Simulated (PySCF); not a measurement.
PySCF input:

```python
from pyscf import gto, scf, dft

mol = gto.M(
    atom='''
    C    -0.05597168    1.17374823   -0.34374154
    O    -0.24944197    0.11586462    0.47547716
    C     0.18257024   -1.13520039   -0.03911133
    H     0.70352290    1.10180967   -1.11412819
    H    -0.33963666    2.12104925    0.08788748
    H     0.00612759   -1.87648924    0.73690867
    H    -0.38403480   -1.39909118   -0.93654013
    H     1.24996536   -1.10548243   -0.28082782
    ''',
    basis='def2-tzvpd',
    charge=0,
    spin=1,
    verbose=4,
)

mf = dft.UKS(mol, xc='tpssh').density_fit(auxbasis='def2-universal-jkfit')
mf.grids.level = 3
mf.conv_tol = 1e-9
mf.max_cycle = 100
mf.max_memory = 1500
mf.kernel()
if not mf.converged:
    mf = mf.newton()
    mf.kernel(mf.make_rdm1())
for _ in range(2):
    mo, _, stable, _ = mf.stability(return_status=True)
    if stable:
        break
    mf.kernel(mf.make_rdm1(mo, mf.mo_occ))
mf.analyze()
```

Task: What final total energy does it print?

Result: -154.43644 Eh (TPSSh/def2-TZVPD).

It need not be the lowest isomer of its formula.
